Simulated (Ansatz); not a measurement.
Input file:

```yaml
crystal:
  periodic: [false, false, false]
  atoms:
    - {symbol: Br, position_ang: [0.000000, 0.000000, 0.000000]}
    - {symbol: Li, position_ang: [0.000000, 0.000000, 8.570000]}
basis:
  gaussian: {orbitals: cc-pVDZ}
total_charge: 1
magnetization: {spin_polarized: false, initial_magnetization: 1}
correlation: {method: fci, electrons: outside_noble_gas}
```

```sh
$ ansatz run in.yaml --threads 1 --pin off --events-out ev --progress --plain --max-ram 2393MiB
```

The program prints:

```
691 factors; integrals over basis functions are off by at most 2.3e-7 eV
mean field evaluation 1: about -70193.9607 eV, gradient 1.4e1 eV
mean field evaluation 2: about -70193.9633 eV, gradient 1.4e1 eV
mean field evaluation 4: about -70194.5285 eV, gradient 2.5e-1 eV
mean field evaluation 8: about -70194.5290 eV, gradient 1.2e-3 eV
mean field evaluation 16: about -70194.5290 eV, gradient 3.4e-6 eV
mean field evaluation 32: about -70194.5099 eV, gradient 2.0e-1 eV
mean field evaluation 64: about -70194.5196 eV, gradient 1.3e-1 eV
mean field -70194.52904702 eV, -2579.6013629172 hartree, gradient 6.4e-6 eV, S^2 0.750000; 9 other end points of the search recorded, 0 dependent functions left out
mean field evaluation 96: about -70194.6234 eV, gradient 2.0e-4 eV
mean field evaluation 128: about -70194.6028 eV, gradient 1.4e-1 eV
determinant -70194.52904702 eV, -2579.6013629172 hartree, with singles and doubles -70197.52172006 eV, -2579.7113416231 hartree
determinant -70194.50820829 eV, -2579.6005971081 hartree, with singles and doubles -70197.50161197 eV, -2579.7106026645 hartree
determinant -70194.52904702 eV, -2579.6013629172 hartree, with singles and doubles -70197.52173771 eV, -2579.7113422717 hartree
determinant -70194.50820829 eV, -2579.6005971081 hartree, with singles and doubles -70197.50162660 eV, -2579.7106032019 hartree
15 core orbitals not correlated: weight in the atoms' cores, before any rotation towards them, 1.000 or more for the frozen orbitals, at most 0.000 for the correlated occupied ones
reference -70194.52904702 eV, -2579.6013629172 hartree; 4, 3 occupied and 22, 23 virtual orbitals, 691 factors
state -70197.55521339 eV, -2579.7125724803 hartree
Total energy: -70197.55521339 eV, -2579.7125724803 hartree
```

Natural occupations: 1.9773 1.9655 1.9655 0.9962 0.0146 0.0146 0.0134 0.0134 0.0129 0.0084 0.0084 0.0053 0.0044 0.0000 0.0000 0.0000 0.0000 0.0000 0.0000 0.0000 0.0000 0.0000 0.0000 0.0000.

Ran on 1 thread of Arm Neoverse V1, shared host: 1.8 min wall, 0.96 GiB peak host memory.
